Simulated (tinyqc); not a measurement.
Geometry optimisation on the RHF/sto-6g surface (energies and gradients from PySCF), for OH-, spin multiplicity 1, step by step. The basis has no diffuse functions, so it cannot describe the extra electron: this is an exercise in the method, not the real anion. Computed by tinyqc, a small Python program that keeps every step (integrals from PySCF). Settings: charge = -1, multiplicity = 1, basis = sto-6g, optimiser = bfgs, first Hessian = 0.3, largest step = 0.3, iteration cap = 30. Command: `OMP_NUM_THREADS=1 python tinyqc.py 30727 30728 out.jsonl` (the two numbers bound the seeds that draw the settings). One thread of a shared host (Intel(R) Xeon(R) Processor @ 2.60GHz), about 0.6 s of CPU time with the checks.

## Step 1: energy and gradient

positions at the start (bohr):
```
         x       y       z
1O  0.0000  0.0000  0.0000
2H  0.0000  0.0000  1.7064
```

Self-consistent energy and analytic gradient at these positions.

energy = -74.762570 hartree

gradient (hartree/bohr):
```
           x         y          z
1O  0.000000  0.000000   0.180644
2H  0.000000  0.000000  -0.180644
```

## Step 1: move

Quasi-Newton step p = -H^(-1) g (first H = 0.3 times the unit matrix); steps longer than 0.3 bohr are cut back (factor 0.352 here).

positions after step 1 (bohr):
```
         x       y        z
1O  0.0000  0.0000  -0.2121
2H  0.0000  0.0000   1.9186
```

## Step 2: energy and gradient

As before.

energy = -74.783923 hartree

gradient (hartree/bohr):
```
           x         y          z
1O  0.000000  0.000000  -0.034018
2H  0.000000  0.000000   0.034018
```

## Step 2: move

inverse Hessian in use (bohr^2/hartree):
```
        1       2       3       4       5       6
1  3.3333  0.0000  0.0000  0.0000  0.0000  0.0000
2  0.0000  3.3333  0.0000  0.0000  0.0000  0.0000
3  0.0000  0.0000  2.1608  0.0000  0.0000  1.1726
4  0.0000  0.0000  0.0000  3.3333  0.0000  0.0000
5  0.0000  0.0000  0.0000  0.0000  3.3333  0.0000
6  0.0000  0.0000  1.1726  0.0000  0.0000  2.1608
```

Quasi-Newton step p = -H^(-1) g (the inverse Hessian comes from BFGS updates; coordinates in the order x, y, z of each atom); steps longer than 0.3 bohr are cut back.

positions after step 2 (bohr):
```
         x       y        z
1O  0.0000  0.0000  -0.1785
2H  0.0000  0.0000   1.8849
```

## Convergence

Stop when the largest gradient component is below 3e-5 hartree/bohr. The inverse Hessian follows the BFGS update with s = step, y = change of gradient.

Course of the optimisation:

| step | E (hartree) | largest gradient (hartree/bohr) |
|---|---|---|
| 1 | -74.762570 | 1.81e-01 |
| 2 | -74.783923 | 3.40e-02 |
| 3 | -74.785618 | 1.58e-02 |
| 4 | -74.785994 | 3.33e-03 |
| 5 | -74.786010 | 2.50e-04 |
| 6 | -74.786010 | 3.60e-06 |

Final distances (angstrom):

| pair | distance |
|---|---|
| 2H-1O | 1.0662 |

Converged in 6 steps.
